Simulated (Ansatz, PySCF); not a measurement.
Dissociation curve of Na2, singlet.

Levels of theory: UMP2/6-31G* = unrestricted MP2 (frozen core)/6-31G*, spherical d (PySCF 2.14.0); RKS-B3LYP/6-31G* = restricted B3LYP/6-31G*, spherical d (PySCF); UHF/3-21G = unrestricted Hartree-Fock/3-21G (PySCF 2.14.0); FCI = full CI/aug-cc-pVQZ, frozen core in Ansatz (an electronic-structure program).

Energies relative to the lowest point of each curve near equilibrium, in mEh; the last columns give the difference from FCI:

| R / Å | UMP2/6-31G* | RKS-B3LYP/6-31G* | UHF/3-21G | FCI | UMP2/6-31G* − FCI | RKS-B3LYP/6-31G* − FCI | UHF/3-21G − FCI |
|---|---|---|---|---|---|---|---|
| 2.52 | 8.5 | 7.1 | 16.2 | 11.5 | -3.0 | -4.4 | 4.7 |
| 2.65 | 5.3 | 3.7 | 11.6 | 6.9 | -1.6 | -3.1 | 4.7 |
| 2.74 | 3.4 | 2.1 | 8.9 | 4.5 | -1.0 | -2.4 | 4.4 |
| 2.92 | 1.0 | 0.3 | 4.9 | 1.4 | -0.4 | -1.1 | 3.5 |
| 3.01 | 0.3 | 0.0 | 3.4 | 0.6 | -0.2 | -0.6 | 2.8 |
| 3.10 | 0.0 | 0.1 | 2.3 | 0.1 | -0.1 | -0.1 | 2.1 |
| 3.17 | 0.0 | 0.3 | 1.6 | 0.0 | 0.0 | 0.3 | 1.6 |
| 3.25 | 0.1 | 0.7 | 1.0 | 0.1 | 0.0 | 0.7 | 0.9 |
| 3.45 | 1.0 | 2.6 | 0.1 | 1.1 | -0.1 | 1.5 | -1.0 |
| 3.55 | 1.7 | 3.8 | 0.0 | 2.0 | -0.3 | 1.8 | -2.0 |
| 3.88 | 4.1 | 8.4 | 0.4 | 5.7 | -1.6 | 2.7 | -5.3 |
| 4.16 | 6.0 | 12.8 | 1.1 | 9.3 | -3.3 | 3.5 | -8.2 |
| 4.63 | 8.5 | 20.0 | 2.5 | 15.1 | -6.6 | 4.9 | -12.6 |
| 5.10 | 10.0 | 26.4 | 3.4 | 19.5 | -9.5 | 6.9 | -16.1 |
| 5.60 | 10.9 | 32.0 | 3.9 | 22.6 | -11.8 | 9.4 | -18.7 |
| 6.26 | 11.4 | 37.6 | 4.2 | 24.8 | -13.4 | 12.8 | -20.6 |
| 6.86 | 11.6 | 41.3 | 4.3 | 25.7 | -14.1 | 15.5 | -21.4 |
| 7.50 | 11.7 | 44.0 | 4.5 | 26.2 | -14.4 | 17.8 | -21.7 |
| 8.36 | 11.8 | 46.4 | 4.6 | 26.4 | -14.6 | 20.0 | -21.8 |
| 9.44 | 11.9 | 48.2 | 4.7 | 26.5 | -14.7 | 21.7 | -21.8 |

UMP2/6-31G* is furthest from FCI at 9.44 (-14.7 mEh, below); its mean absolute difference over the points is 5.5 mEh.

RKS-B3LYP/6-31G* is furthest from FCI at 9.44 (21.7 mEh, above); its mean absolute difference over the points is 6.6 mEh.

UHF/3-21G is furthest from FCI at 8.36 (-21.8 mEh, below); its mean absolute difference over the points is 9.8 mEh.

The unrestricted determinant behind UMP2/6-31G*, UHF/3-21G is spin-contaminated at 2.52 to 9.44 Å (<S²> up to 1.0, against 0.00 for a pure singlet). The restricted form behind RKS-B3LYP/6-31G* keeps the bonding electrons paired and can't separate into open-shell fragments.
